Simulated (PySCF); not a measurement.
## One molecule, many functionals

Compound: glyoxal, C2H2O2.
Bonds: O1–C2 (double), C2–C3, C3–O4 (double). Hydrogens: H5 on C2; H6 on C3.

Linear-response calculations in the def2-SVPD basis (PySCF; singlets by full response, triplets Tamm–Dancoff, core orbitals frozen in the response; HF means time-dependent Hartree–Fock). 'Strongest' is the level of largest summed f among the singlets computed (10 roots, of which the last may lack a degenerate partner); it can jump between rows when another state enters that window. S1 is the lowest singlet of each run and needn't be the same state throughout; f(S1) is that of one state. One conformer (not necessarily the lowest) at the PBE0-D3(BJ)/def2-SVP geometry, without solvent, vibrations or thermal averaging.

```csv
functional,kind,S1 (eV),f(S1),strongest (eV),T1 (eV),HOMO (eV),gap (eV),"ionisation energy, ΔSCF (eV)"
LDA,LDA,2.06,0.000,7.48,1.59,-6.51,1.81,10.20
PBE,GGA,2.18,0.000,7.46,1.63,-6.38,1.96,10.02
PBE0,"global hybrid, 25% exact exchange",2.60,0.000,7.96,1.98,-7.97,4.70,10.48
BHandHLYP,"global hybrid, 50% exact exchange",2.97,0.000,8.19,2.37,-9.59,7.55,10.89
CAM-B3LYP,range-separated hybrid,2.77,0.000,8.13,2.18,-9.47,7.42,10.77
wB97X-D,range-separated hybrid,2.74,0.000,8.12,2.20,-9.90,8.53,10.65
LC-wPBE,range-separated hybrid,2.85,0.000,8.47,2.21,-10.71,9.95,10.87
HF,Hartree–Fock,3.47,0.000,8.47,2.86,-12.07,13.10,not settled
```

What does B3LYP (global hybrid, 20% exact exchange) give?

S1 (eV) 2.58, f(S1) 0.000, strongest (eV) 7.80, T1 (eV) 2.01, HOMO (eV) -7.78, gap (eV) 4.23, ionisation energy, ΔSCF (eV) 10.51. S1 runs from 2.06 eV (LDA) to 3.47 eV (HF), a spread of 1.41 eV, while the orbital gap spreads over 11.3 eV. Along PBE (0%), B3LYP (20%), PBE0 (25%), BHandHLYP (50%), HF (100%) S1 rises with the share of exact exchange. −ε(HOMO) comes closest to its own ΔSCF ionisation energy with LC-wPBE (-0.16 eV) and misses most with LDA (-3.69 eV). The lowest singlet of a reference set is 1Au(n→π*) at 2.88 eV (computed, theoretical best estimate (aug-cc-pVTZ, frozen core, CC3 geometry), gas; Veril, Scemama, Caffarel, Lipparini, Boggio-Pasqua, Jacquemin, Loos, WIREs Comput. Mol. Sci. 2021, 11, e1517 (QUESTDB)). The lowest computed singlet differs from it by LC-wPBE -0.03, BHandHLYP +0.09, CAM-B3LYP -0.11, wB97X-D -0.14, PBE0 -0.28, B3LYP -0.30, HF +0.59, PBE -0.70, LDA -0.82 eV; geometry and basis of the reference needn't be the same. The lowest triplet of a reference set is 3Au(n→π*) at 2.49 eV (computed, theoretical best estimate (aug-cc-pVTZ, frozen core, CC3 geometry), gas; Veril, Scemama, Caffarel, Lipparini, Boggio-Pasqua, Jacquemin, Loos, WIREs Comput. Mol. Sci. 2021, 11, e1517 (QUESTDB)). The lowest computed triplet differs from it by BHandHLYP -0.12, LC-wPBE -0.28, wB97X-D -0.29, CAM-B3LYP -0.31, HF +0.37, B3LYP -0.48, PBE0 -0.51, PBE -0.86, LDA -0.90 eV; geometry and basis of the reference needn't be the same. 'Not settled' means that the ion's SCF failed to converge or may have ended in another state than the lowest.
